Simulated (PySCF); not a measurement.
Molecule: `C=COC(C)=O`, C4H6O2.

Structure with atom numbers: `[CH2:1]=[CH:2][O:3][C:4]([CH3:5])=[O:6]`. Hydrogens are named by the atom that carries them. Ha(C1) is cis to O3; Hb(C1) is trans to O3.

Spin–spin couplings on one PBE0-D3(BJ)/def2-SVP geometry, PySCF 2.14, gas phase, non-relativistic, equivalent pairs averaged (without the spin–dipole term); isotopes ¹H; basis pcJ-1.

Reference values (Hz): ³J(H(C2),Hb(C1)) = 6.3 (measured; solution (compiled); Pretsch, Buehlmann, Badertscher, Structure Determination of Organic Compounds, 4th ed., Springer 2009); ³J(H(C2),Ha(C1)) = 14.1 (measured; solution (compiled); Pretsch, Buehlmann, Badertscher, Structure Determination of Organic Compounds, 4th ed., Springer 2009); ²J(Ha(C1),Hb(C1)) = -1.6 (measured; solution (compiled); Pretsch, Buehlmann, Badertscher, Structure Determination of Organic Compounds, 4th ed., Springer 2009).

Q: How do the couplings (Hz) change with the functional? Times are CPU seconds on shared hosts with different chips, so compare them loosely; the GGAs took longer than the global hybrids here, which isn't the general rule, and the cause wasn't traced.

A: 
```
functional  functions  ³J(H(C2),Hb(C1))  ³J(H(C2),Ha(C1))  ²J(Ha(C1),Hb(C1))  mean abs. error  core-s
       LDA        222               5.7              11.1                0.4              1.6      17
       PBE        222               6.7              14.4               -0.3              0.7      21
       KT2        222               8.1              19.4               -2.2              2.6      23
     B3LYP        222               7.7              15.6               -0.5              1.3      21
      PBE0        222               7.7              15.5               -2.4              1.2      18
     B97-2        222               6.7              13.8               -1.2              0.4      17
 BHandHLYP        222               9.8              18.1               -3.7              3.2      20
 CAM-B3LYP        222               8.2              15.5               -1.2              1.3      24
```

Errors compare magnitudes, without vibrational corrections, and the largest couplings weigh most in the mean. Closest: B97-2; furthest: BHandHLYP. Left out for a near triplet instability: HF/pcJ-1.
